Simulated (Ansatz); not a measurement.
Ideal-gas functions of C3H4S (`C=C=CS`) at 400 K and 1 bar, from an Ansatz frequency run at PBE0-D4/def2-TZVP.

Molar mass 72.13 g/mol, point group Cs (symmetry number 1), electronic degeneracy 1, moments of inertia 16.246, 179.655, 192.433 u Å². Harmonic wavenumbers (cm⁻¹, unscaled): 179, 227, 301, 516, 558, 720, 872, 897, 964, 1014, 1124, 1310, 1468, 2068, 2716, 3129, 3179, 3204.

Use S(trans) = R[1.5 ln M + 2.5 ln T − 1.1517]; rotational temperatures θ = 24.2544 K / I; S(rot) = R[ln(√π/σ · √(T³/θAθBθC)) + 1.5]; for each mode x = 1.438777 ν̃/T, S = R[x/(eˣ − 1) − ln(1 − e⁻ˣ)] and H = RT x/(eˣ − 1); 1 cm⁻¹ = 0.0119627 kJ/mol; R = 8.31446 J/(mol·K).

Problem. By hand: the entropy, in J/(mol·K).

Solution. Translation 168.3. Rotation: θ = 1.4929, 0.135, 0.126 K, giving 107.2. Vibration, mode by mode: 12.12, 10.23, 8.05, 4.27, 3.79, 2.40, 1.55, 1.45, 1.19, 1.03, 0.75, 0.43, 0.27, 0.04, 0.01, 0.00, 0.00, 0.00, in all 47.6. Electronic 0.0. Sum 323.1 J/(mol·K).

Problem. By hand: H − E and G − E in kJ/mol, counted from the electronic energy.

Solution. Zero-point energy ½ × 24446 × 0.0119627 = 146.2; thermal vibration 11.3; translation, rotation and pV give 4 RT = 13.3. H − E = 170.8 kJ/mol, and G − E = 170.8 − 400 × 323.1/1000 = 41.6 kJ/mol.

Vibration gives 15 % of the entropy. The sum counts one conformer and one mirror image; others add a mixing term.
